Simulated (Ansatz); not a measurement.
This Ansatz (a quantum-chemistry and plane-wave program) input (PBE/cc-pVTZ) gives -76.37297 Eh with 58 basis functions.

Ansatz 0.2 input:
```yaml
crystal:
  periodic: [false, false, false]
  atoms:
    - {symbol: O, position_ang: [0.00702152, 0.00134342, 0.11666744]}
    - {symbol: H, position_ang: [-0.04995842, 0.75929218, -0.47415850]}
    - {symbol: H, position_ang: [-0.00621371, -0.77003954, -0.45918106]}
basis:
  gaussian:
    orbitals: cc-pVTZ
hamiltonian:
  xc: {name: PBE}
magnetization: {spin_polarized: false}
```

Change:
```diff
- orbitals: cc-pVTZ
+ orbitals: def2-SVP
```

### Question
What does the run give now?

### Answer
-76.27216 Eh (PBE/def2-SVP, 24 functions), a change of +100.81 mEh.
